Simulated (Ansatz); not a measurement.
Reaction (substitution at a C–F bond): `C=CC(F)(F)F` + HCl → `C=CC(F)(F)Cl` + H–F

Program: Ansatz. Geometries: PBE0-D4/def2-TZVP. ΔE: electronic, gas phase. CCSD(T)/CBS is the MP2 limit (def2-TZVPP, def2-QZVPP) plus CCSD(T) − MP2 in def2-TZVPP, frozen cores. This one scheme is used for every species. Functionals use def2-TZVPP. One conformer a species, not always the lowest.

```json
{"level": "BHLYP-D4", "ΔE (kJ/mol)": "41.8", "difference from CCSD(T)/CBS": "14.0"}
{"level": "PBE-QIDH", "ΔE (kJ/mol)": "35.0", "difference from CCSD(T)/CBS": "7.2"}
{"level": "r2SCAN", "ΔE (kJ/mol)": "37.3", "difference from CCSD(T)/CBS": "9.5"}
{"level": "r2SCANh", "ΔE (kJ/mol)": "38.3", "difference from CCSD(T)/CBS": "10.5"}
{"level": "r2SCAN0", "ΔE (kJ/mol)": "39.9", "difference from CCSD(T)/CBS": "12.1"}
{"level": "BHLYP", "ΔE (kJ/mol)": "47.1", "difference from CCSD(T)/CBS": "19.3"}
{"level": "RPA@PBE/def2-TZVPP", "ΔE (kJ/mol)": "37.1", "difference from CCSD(T)/CBS": "9.3"}
{"level": "HF/def2-TZVPP", "ΔE (kJ/mol)": "60.9", "difference from CCSD(T)/CBS": "33.1"}
{"level": "MP2/def2-TZVPP", "ΔE (kJ/mol)": "25.9", "difference from CCSD(T)/CBS": "-1.9"}
{"level": "MP2/def2-QZVPP", "ΔE (kJ/mol)": "21.1", "difference from CCSD(T)/CBS": "-6.7"}
{"level": "CCSD(T)/CBS", "ΔE (kJ/mol)": "27.8", "difference from CCSD(T)/CBS": "0"}
```

(1) What do rigid-rotor, harmonic-oscillator terms from PBE0-D4/def2-TZVP frequencies (298.15 K, 1 bar) make of the CCSD(T)/CBS value? (An estimate is asked.)

Largest T1 diagnostic among the species: 0.012.

## Answers

(1) The calculation gave: ΔZPE = +2.1 kJ/mol, ΔH = +30.8 kJ/mol, ΔS = -2 J/(mol·K), ΔG = +31.5 kJ/mol.

From BLYP to BHLYP (50 % exact exchange), in def2-TZVPP and without D4, ΔE moves by +11.3 kJ/mol. In def2-TZVPP, CCSD(T) changes the Hartree–Fock value by −25.0 kJ/mol (the triples alone add −4.5 kJ/mol) and MP2 by −35.0 kJ/mol.
